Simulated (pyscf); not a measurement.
Thermochemistry of product channels of H₃Si–O–ZnH + HCl on the singlet surface, in kJ/mol, from ωB97M-D3(BJ)/def2-TZVP energies (ideal gas, 1 atm, RRHO with modes under 100 cm⁻¹ raised to 100, one conformer, R ln 2 for chiral ones without a mode under 150 cm⁻¹). Optimised with ωB97X-D3(BJ)/def2-SVP in PySCF.

```
products             ΔE  ΔH(298 K)  ΔG(600 K)  ΔG(900 K)
----------------  -----  ---------  ---------  ---------
Cl–ZnH + HO–SiH₃  -71.1      -64.3      -65.4      -65.6
HO–ZnH + H₃Si–Cl      …      +22.3      +21.3      +21.7
```

Task: What belongs in the gaps?

Result: 
- HO–ZnH + H₃Si–Cl, ΔE: +18.3

These are energies of the channels, which say nothing of barriers. Elements up to Kr have no core potential and no relativistic terms here.
